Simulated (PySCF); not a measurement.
# SMILES NC#CC=O, C₃H₃NO

Geometry (Å), atoms numbered from 1 in this order:
```xyz
8

N     1.9736   -0.0825    0.1131
C     0.6611   -0.0395    0.0317
C    -0.5500    0.0251    0.0237
C    -1.9561    0.0625   -0.0033
O    -2.6960   -0.8882   -0.1042
H     2.4357   -0.9388   -0.1487
H     2.4915    0.7726   -0.0146
H    -2.3507    1.0983    0.0778
```

Computed, not measured: quadratic response B3LYP/def2-SVPD first hyperpolarisability, Taylor convention, gas phase (PySCF 2.14.0). Geometry: GFN2-xTB.

Question: Give the tensor of the second harmonic β(−2ω;ω,ω) at 1064 nm in the axes of these coordinates.

Answer: In au, Taylor convention; rows are the first index (the induced dipole):
```csv
,xx,yy,zz,xy,xz,yz
x,+503.2,+17.2,-6.7,-7.4,+29.7,+2.6
y,-2.1,-65.1,-10.4,+15.2,+2.6,-0.1
z,+29.5,0.0,+0.4,+2.4,-7.0,-10.6
```
Norm of βᵢ = ⅓ Σⱼ (βᵢⱼⱼ + βⱼᵢⱼ + βⱼⱼᵢ): 519.5 au, hyper-Rayleigh value 213.3 au.
